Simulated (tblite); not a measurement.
A geometry optimisation, step by step.

C₃H₅O₂ (doublet state).
SMILES with atom numbers: `[O:1][CH2:2][C@@H:3]1[CH2:4][O:5]1` (hydrogens: H6, H7 on C2; H8 on C3; H9, H10 on C4)

Computed with GFN2-xTB (tblite), gas phase: L-BFGS steps from a force-field or distance-geometry start until the largest atomic force falls under 0.01 eV/Å. 13 of its 57 geometries are shown.

Step 0: E = -461.5272 eV, largest atomic force 3.327 eV/Å
```
atom  x, y, z in Å  |  force x, y, z in eV/Å
O1      0.985   -1.751    0.491    0.989   0.644  -0.337
C2      1.151   -0.459    0.212   -0.544  -0.798   0.261
C3     -0.162    0.215    0.477   -1.921   2.206  -1.586
C4     -1.204    0.322   -0.625    1.582   0.068   1.711
O5     -0.390    1.439   -0.251   -0.615  -1.908   0.410
H6      1.873    0.104    0.826    0.402  -0.361   0.476
H7      1.471   -0.179   -0.800    0.181  -0.489  -0.560
H8     -0.485    0.193    1.511   -0.108   0.111  -0.044
H9     -2.237    0.318   -0.319   -0.128   0.321  -0.005
H10    -0.994   -0.197   -1.543    0.163   0.207  -0.327
```

Step 5: E = -461.8144 eV, largest atomic force 0.394 eV/Å
```
atom  x, y, z in Å  |  force x, y, z in eV/Å
O1      1.086   -1.734    0.469    0.181  -0.083   0.047
C2      1.119   -0.452    0.211    0.128  -0.133   0.014
C3     -0.193    0.269    0.475   -0.088  -0.101  -0.135
C4     -1.199    0.281   -0.589    0.048   0.391  -0.007
O5     -0.443    1.423   -0.254   -0.067  -0.085   0.050
H6      1.889    0.047    0.860    0.046  -0.078  -0.164
H7      1.478   -0.241   -0.829    0.037   0.045   0.127
H8     -0.512    0.224    1.509   -0.118   0.175   0.080
H9     -2.242    0.352   -0.325   -0.169  -0.098  -0.013
H10    -0.974   -0.164   -1.549    0.002  -0.034   0.002
```

Step 9: E = -461.8363 eV, largest atomic force 0.147 eV/Å
```
atom  x, y, z in Å  |  force x, y, z in eV/Å
O1      1.132   -1.749    0.474    0.017  -0.010   0.006
C2      1.119   -0.467    0.216   -0.102  -0.007   0.070
C3     -0.203    0.256    0.471    0.017  -0.016   0.048
C4     -1.211    0.309   -0.594   -0.040  -0.138   0.030
O5     -0.449    1.427   -0.246    0.092   0.001  -0.004
H6      1.904    0.030    0.842    0.058   0.057  -0.063
H7      1.486   -0.244   -0.818   -0.004   0.021   0.043
H8     -0.532    0.255    1.510   -0.010  -0.022  -0.095
H9     -2.263    0.344   -0.332    0.034   0.024  -0.040
H10    -0.974   -0.157   -1.546   -0.064   0.089   0.006
```

Step 14: E = -461.8412 eV, largest atomic force 0.075 eV/Å
```
atom  x, y, z in Å  |  force x, y, z in eV/Å
O1      1.140   -1.753    0.477    0.022  -0.008   0.017
C2      1.115   -0.471    0.230    0.044  -0.005   0.011
C3     -0.203    0.248    0.472   -0.041  -0.006   0.012
C4     -1.212    0.303   -0.590   -0.024   0.028  -0.065
O5     -0.439    1.419   -0.248    0.000   0.011   0.020
H6      1.917    0.041    0.823    0.040   0.031   0.026
H7      1.482   -0.241   -0.803   -0.026  -0.030  -0.036
H8     -0.542    0.254    1.504   -0.017  -0.028   0.023
H9     -2.264    0.349   -0.336    0.008   0.032   0.032
H10    -0.987   -0.143   -1.551   -0.006  -0.025  -0.039
```

Step 19: E = -461.8433 eV, largest atomic force 0.062 eV/Å
```
atom  x, y, z in Å  |  force x, y, z in eV/Å
O1      1.153   -1.753    0.485    0.020   0.017   0.037
C2      1.120   -0.471    0.240    0.009   0.004  -0.024
C3     -0.208    0.240    0.471    0.032  -0.003  -0.028
C4     -1.213    0.306   -0.597    0.032   0.028   0.040
O5     -0.435    1.416   -0.245   -0.009  -0.012  -0.003
H6      1.930    0.053    0.819   -0.055  -0.004  -0.029
H7      1.471   -0.251   -0.803   -0.013  -0.019   0.015
H8     -0.553    0.242    1.503   -0.008  -0.030  -0.016
H9     -2.262    0.362   -0.332   -0.008  -0.002  -0.018
H10    -0.996   -0.139   -1.562    0.001   0.021   0.026
```

Step 23: E = -461.8452 eV, largest atomic force 0.072 eV/Å
```
atom  x, y, z in Å  |  force x, y, z in eV/Å
O1      1.174   -1.749    0.509   -0.007  -0.017   0.043
C2      1.123   -0.472    0.241   -0.021  -0.039  -0.022
C3     -0.206    0.232    0.466   -0.036   0.011   0.049
C4     -1.211    0.315   -0.598   -0.036  -0.025  -0.028
O5     -0.429    1.416   -0.237    0.012   0.007  -0.002
H6      1.928    0.068    0.807    0.001   0.037  -0.022
H7      1.457   -0.269   -0.806    0.050  -0.004  -0.052
H8     -0.564    0.219    1.492    0.011  -0.005   0.058
H9     -2.260    0.374   -0.334   -0.012  -0.003   0.009
H10    -1.004   -0.129   -1.564    0.038   0.038  -0.033
```

Step 28: E = -461.8504 eV, largest atomic force 0.111 eV/Å
```
atom  x, y, z in Å  |  force x, y, z in eV/Å
O1      1.224   -1.737    0.592   -0.030   0.052  -0.020
C2      1.119   -0.488    0.232    0.022   0.060   0.013
C3     -0.216    0.209    0.468    0.013  -0.055  -0.061
C4     -1.213    0.332   -0.604    0.061   0.026   0.025
O5     -0.415    1.413   -0.211   -0.073  -0.034   0.077
H6      1.910    0.116    0.760   -0.019  -0.026  -0.054
H7      1.447   -0.321   -0.831   -0.042  -0.059   0.074
H8     -0.582    0.163    1.492    0.037   0.040  -0.016
H9     -2.262    0.401   -0.338    0.025  -0.014  -0.031
H10    -1.003   -0.083   -1.582    0.005   0.010  -0.007
```

Step 33: E = -461.8551 eV, largest atomic force 0.083 eV/Å
```
atom  x, y, z in Å  |  force x, y, z in eV/Å
O1      1.284   -1.708    0.691   -0.031   0.015  -0.018
C2      1.120   -0.498    0.233   -0.024  -0.008   0.035
C3     -0.226    0.171    0.463   -0.013   0.062   0.053
C4     -1.209    0.354   -0.611   -0.044  -0.017  -0.027
O5     -0.415    1.409   -0.157    0.043   0.055  -0.013
H6      1.897    0.178    0.683    0.072   0.009  -0.005
H7      1.413   -0.410   -0.843   -0.024  -0.037  -0.036
H8     -0.597    0.096    1.483   -0.004  -0.035   0.004
H9     -2.259    0.427   -0.355   -0.026  -0.073  -0.005
H10    -1.000   -0.014   -1.609    0.051   0.028   0.013
```

Step 37: E = -461.8591 eV, largest atomic force 0.106 eV/Å
```
atom  x, y, z in Å  |  force x, y, z in eV/Å
O1      1.304   -1.688    0.741   -0.031  -0.038   0.047
C2      1.121   -0.501    0.236   -0.071   0.073  -0.030
C3     -0.229    0.164    0.466   -0.013  -0.004   0.012
C4     -1.206    0.367   -0.613    0.005   0.003   0.003
O5     -0.424    1.416   -0.124    0.022   0.017   0.003
H6      1.897    0.208    0.632    0.100  -0.002  -0.010
H7      1.388   -0.475   -0.850   -0.021   0.017  -0.054
H8     -0.599    0.059    1.483   -0.055  -0.015   0.002
H9     -2.263    0.419   -0.373    0.019  -0.043   0.026
H10    -0.980    0.035   -1.620    0.046  -0.009   0.002
```

Step 42: E = -461.8648 eV, largest atomic force 0.057 eV/Å
```
atom  x, y, z in Å  |  force x, y, z in eV/Å
O1      1.299   -1.662    0.791    0.020   0.046  -0.028
C2      1.119   -0.494    0.238   -0.007  -0.005   0.015
C3     -0.230    0.169    0.474   -0.007   0.020   0.025
C4     -1.194    0.378   -0.614   -0.004  -0.012  -0.023
O5     -0.443    1.430   -0.087    0.037  -0.005   0.009
H6      1.929    0.217    0.567   -0.038  -0.029  -0.020
H7      1.343   -0.525   -0.861   -0.016   0.003   0.027
H8     -0.622    0.028    1.479    0.007  -0.012   0.001
H9     -2.253    0.387   -0.386    0.000   0.003  -0.001
H10    -0.939    0.078   -1.624    0.008  -0.009  -0.004
```

Step 47: E = -461.8657 eV, largest atomic force 0.033 eV/Å
```
atom  x, y, z in Å  |  force x, y, z in eV/Å
O1      1.331   -1.638    0.833   -0.004  -0.021  -0.001
C2      1.116   -0.497    0.240    0.003   0.001  -0.003
C3     -0.235    0.157    0.478   -0.006  -0.018  -0.009
C4     -1.188    0.389   -0.617    0.003   0.002   0.014
O5     -0.439    1.429   -0.062   -0.010  -0.005  -0.003
H6      1.920    0.236    0.520    0.008   0.029  -0.001
H7      1.315   -0.567   -0.860   -0.003  -0.004  -0.021
H8     -0.635   -0.008    1.476   -0.012   0.010   0.008
H9     -2.249    0.394   -0.396   -0.001   0.014  -0.008
H10    -0.928    0.110   -1.633    0.023  -0.008   0.022
```

Step 51: E = -461.8661 eV, largest atomic force 0.029 eV/Å
```
atom  x, y, z in Å  |  force x, y, z in eV/Å
O1      1.341   -1.631    0.845    0.006  -0.016  -0.001
C2      1.116   -0.498    0.239   -0.005   0.011   0.002
C3     -0.238    0.151    0.479    0.007   0.019   0.021
C4     -1.186    0.392   -0.616   -0.006  -0.014  -0.006
O5     -0.440    1.427   -0.052    0.016   0.011   0.016
H6      1.917    0.245    0.502   -0.008   0.001  -0.007
H7      1.306   -0.583   -0.862   -0.004   0.002  -0.002
H8     -0.641   -0.016    1.476    0.001  -0.005  -0.002
H9     -2.248    0.398   -0.402   -0.011   0.005  -0.007
H10    -0.917    0.120   -1.631    0.004  -0.015  -0.013
```

Step 56: E = -461.8662 eV, largest atomic force 0.009 eV/Å
```
atom  x, y, z in Å  |  force x, y, z in eV/Å
O1      1.345   -1.630    0.845    0.001  -0.001   0.002
C2      1.115   -0.498    0.240   -0.002  -0.005   0.001
C3     -0.239    0.150    0.483   -0.003  -0.006  -0.002
C4     -1.184    0.393   -0.616    0.000  -0.001  -0.001
O5     -0.438    1.427   -0.049   -0.004  -0.001  -0.004
H6      1.915    0.249    0.495    0.004   0.002   0.003
H7      1.299   -0.586   -0.862   -0.005   0.003  -0.006
H8     -0.644   -0.020    1.477    0.004   0.003   0.005
H9     -2.247    0.402   -0.406    0.006   0.000  -0.006
H10    -0.912    0.117   -1.629   -0.001   0.005   0.007
```

Question: Summarise the path.

Answer: The energy falls by 7.82 kcal/mol from step 0 to step 56; nine tenths of that is first reached at step 8. It rises by more than 0.2 meV at step 35. The largest force goes from 3.327 to 0.009 eV/Å. Among the bonds C3–C4 changes most, from 1.520 to 1.469 Å; the atoms move by 0.294 Å rms after alignment.

Question: Follow the three bonds and two angles with the largest change from start to end.

Answer: 
```tsv
step	E above end (kcal/mol)	largest force (eV/Å)	C3–C4 (Å)	C3–O5 (Å)	C4–O5 (Å)	O1–C2–C3 (°)	O1–C2–H7 (°)
0	7.82	3.327	1.520	1.442	1.432	106.8	118.5
2	3.06	0.609	1.460	1.376	1.402	109.8	117.3
5	1.19	0.394	1.464	1.387	1.410	114.1	112.1
7	0.89	0.241	1.464	1.392	1.395	114.9	111.7
10	0.66	0.097	1.467	1.394	1.399	116.4	112.0
12	0.61	0.095	1.466	1.394	1.402	116.7	111.9
15	0.56	0.074	1.466	1.395	1.398	116.8	111.6
17	0.54	0.070	1.468	1.395	1.398	116.8	111.3
19	0.53	0.062	1.468	1.395	1.400	116.8	111.0
22	0.50	0.065	1.466	1.395	1.399	117.0	110.9
24	0.47	0.088	1.467	1.396	1.397	117.4	111.2
27	0.39	0.121	1.469	1.397	1.398	117.8	112.2
29	0.34	0.113	1.469	1.396	1.400	117.6	112.3
32	0.28	0.084	1.467	1.397	1.397	117.6	112.2
34	0.23	0.167	1.468	1.397	1.395	117.8	112.0
37	0.16	0.106	1.469	1.397	1.397	117.7	111.4
39	0.10	0.076	1.469	1.397	1.398	117.1	110.5
41	0.04	0.071	1.468	1.397	1.395	116.5	110.9
44	0.02	0.039	1.469	1.396	1.397	116.7	111.3
46	0.01	0.044	1.470	1.396	1.397	116.8	111.3
49	0.01	0.023	1.469	1.397	1.395	116.8	111.3
51	0.00	0.029	1.468	1.397	1.395	116.8	111.2
54	0.00	0.012	1.469	1.397	1.396	116.9	111.1
56	0.00	0.009	1.469	1.397	1.396	116.9	111.1
```

The cost below is that of the whole relaxation. On one thread, Arm Neoverse V2 (aarch64), no GPU, shared host with 96 logical CPUs at a one-minute load of 31, this took 0.14 s wall.
